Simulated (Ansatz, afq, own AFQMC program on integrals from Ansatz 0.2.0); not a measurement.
AFQMC on a folder of integrals that Ansatz 0.2.0 wrote.

```yaml
crystal:
  periodic: [false, false, false]
  atoms:
    - {symbol: Si, position_ang: [0.000000, 0.075320, 1.522108]}
    - {symbol: Ge, position_ang: [0.000000, -0.005699, -0.642998]}
    - {symbol: H, position_ang: [0.000000, -0.382590, 3.252547]}
    - {symbol: H, position_ang: [0.000000, -1.305388, 0.674514]}
basis:
  gaussian: {orbitals: cc-pVDZ}
magnetization: {spin_polarized: true, initial_magnetization: 0}
correlation: {method: ccsd_t, electrons: outside_noble_gas, hamiltonian_folder: ham}
```

```sh
$ ansatz run in.yaml --threads 1 --pin off --events-out ev --progress --plain --max-ram 1382MiB
```

afq runs on the folder ham with

```
--method phaseless --trial cisd --walkers 70 --populations 1 --least-time 40 --time-step 0.005 --steps-per-block 50 --equilibration-blocks 28 --max-blocks 300 --target-error 0.00038 --factor-cut 1e-05 --start spin_pure --seed 3126 --release-times 0.24,0.51,0.99,1.62,2.4 --release-step 0.03 --release-every 4 --taylor-order 6
```

Times are imaginary, in 1/Eh. The walk had a cap of 536 s. Filled inner d shells are frozen with the cores.

afq prints:

```
orbitals 36  electrons 5 5  factors 285 of 601
reference energy -2365.31448500 Eh
CCSD correlation -0.22018091 Eh in 11 cycles, weight of the determinant in the CISD state 0.8310
energy of the start -2365.534666 Eh
 block  time / (1/Eh)  mean weight  energy / Eh
     1     0.250  0.9998  -2365.530816
     2     0.500  1.0003  -2365.531334
     3     0.750  0.9994  -2365.531985
     4     1.000  1.0003  -2365.532661
     5     1.250  0.9985  -2365.534746
     8     2.000  1.0001  -2365.545150
    17     4.250  1.0006  -2365.544194
    41    10.250  0.9996  -2365.554367
    65    16.250  1.0001  -2365.550696
    89    22.250  0.9987  -2365.553851
   113    28.250  1.0015  -2365.551313
   137    34.250  1.0011  -2365.552296
   145    36.250  0.9991  -2365.559515
   161    40.250  0.9998  -2365.542937
   185    46.250  1.0013  -2365.541108
   209    52.250  0.9996  -2365.542287
   217    54.250  0.9993  -2365.538967
   233    58.250  1.0007  -2365.545307
   257    64.250  0.9992  -2365.556553
   281    70.250  1.0004  -2365.545772
   305    76.250  1.0002  -2365.546106
   321    80.250  1.0006  -2365.539619
blocks merged  error / Eh  count
     1  0.000309  300
     2  0.000391  150
     4  0.000491  75
     8  0.000562  37
    16  0.000610  18
    32  0.000560  9
released: time / (1/Eh)  energy / Eh  error  mean overlap
  0.24  -2365.547354  0.000672  0.9952
  0.51  -2365.547683  0.000546  0.9930
  0.99  -2365.547672  0.000429  0.9979
  1.62  -2365.548673  0.000536  0.9961
  2.40  -2365.549157  0.000856  0.9951
energy -2365.546970 +/- 0.000610 Eh
(rows thinned)
```

The run passed its tests (sampling time, drift between the halves within three errors, error under three times the target), which doesn't prove that it has relaxed. The second half of the sampling lies above the first by 2.0 errors of their difference, so the energy may still be moving and its error bar be too small.

Against this walk (error 16.6 meV) on the same determinant: CCSD(T) 11.2 meV higher (within the noise), CCSDT(Q) 54.4 meV lower. The error is statistical and leaves out the bias of the constraint. Released to 2.40 1/Eh the energy lies 60 ± 29 meV (both errors) below the phaseless value, which shows part or all of the bias of the constraint, and CCSDT(Q) lies 5.1 meV above the released value. CCSDT(Q) is the surest value here, so the walk's 54 meV above it is most likely the bias of the constraint with this trial, which can have either sign.

Cautions: constraint bias not in the error; error above the target (16.6 against 10.3 meV); no relativity below Rb; no spin-orbit coupling; inner d shell frozen; higher spins were not checked; an unrestricted solution with more broken spin lies lower (93 meV, ⟨S²⟩ 0.43), while this determinant keeps restricted orbitals; raised T1 diagnostic (T1 0.021, weight of the determinant 0.83, largest double 0.14); the bias of populations of 70 walkers isn't removed.

The walk took 7.8 min on 1 thread of Arm Neoverse V1 (shared host). The log's last line is the phaseless energy.

CCSDT and higher add their correlation energy to the determinant of the CCSD(T) run, since their own runs factorise the integrals more tightly (a shift of under 2 meV). A walk keeps the symmetry of its determinant, which the program's search chose and which needn't be the lowest solution, so a lower state of the same spin and another symmetry isn't excluded.
